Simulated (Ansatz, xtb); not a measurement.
**Worked example: BH(CH3)(NH2) + H2S → BH(CH3)(SH) + NH3**

Species: BH(CH3)(NH2), singlet; H2S `S`, singlet; BH(CH3)(SH), singlet; NH3 (ammonia) `N`, singlet. The partners trade NH2 for SH: B–NH2 and H–SH bonds give way to B–SH and H–NH2.

Shapes, held fixed at every level: PBE0-D4/def2-TZVP. Flexible molecules stand in one conformer, not always the lowest. Programs: Ansatz 0.2.0, xtb 6.7.1. The zero-point and thermal change to 298 K, harmonic and unscaled (PBE0-D4/def2-TZVP), is +4.5 kJ/mol.

At CCSD(T)/CBS estimate; 1 Eh = 2625.50 kJ/mol:

| species | energy (Eh) |
| --- | --- |
| BH(CH3)(NH2) | -121.212672 |
| H2S | -398.972787 |
| BH(CH3)(SH) | -463.660898 |
| NH3 | -56.508800 |

Task: Work out ΔH(298 K) of the reaction at this level.

Result: 
1. Products less reactants: (-463.660898) + (-56.508800) − [(-121.212672) + (-398.972787)] = 0.015761 Eh = +41.4 kJ/mol.
2. With the thermal change: +41.4 + (+4.5) = +45.9 kJ/mol.

Other levels give +45.8 (r2SCAN0-D4/def2-TZVPP) to +61.7 kJ/mol (HF/def2-SVP). No measured value is set beside it here. The CBS estimate extrapolates MP2 from def2-TZVPP and def2-QZVPP and adds CCSD(T) − MP2 in the triple-zeta set, cores frozen.
